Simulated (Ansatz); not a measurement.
Species: PH$_{2}$, charge 1, singlet. A triplet may lie lower; no result for it is given here. PH2+ (parent SMILES [PH2], singlet).
B3LYP-D3(BJ)/def2-TZVP minimum from Ansatz (a first-principles code):
```xyz
3

P     -0.0049    -0.0032     0.1166
H      0.0381     1.0494    -0.8469
H      0.0361    -1.0020    -0.9025
```
Charge +1, spin multiplicity 1.

Total energies in cc-pV(5+d)Z, 6 correlated electrons, 5 frozen orbitals. Radicals and triplets start from unrestricted determinants; spin-orbit coupling is neglected. Cores are frozen in correlated methods. No relativity. The restricted determinant of H2P+ (parent SMILES [PH2], singlet) is unstable towards broken spin symmetry in at least one set run.

```tsv
method	program	energy (Eh)	minus CCSDT(Q) (mEh)
HF	Ansatz	-341.55007	165.09
MP2	Ansatz	-341.68383	31.33
CCSD	Ansatz	-341.70942	5.74
CCSD(T)	Ansatz	-341.71425	0.92
UCCSD(T)	Ansatz	-341.71385	1.31
CCSDT(Q)	Ansatz	-341.71516	0.00
```
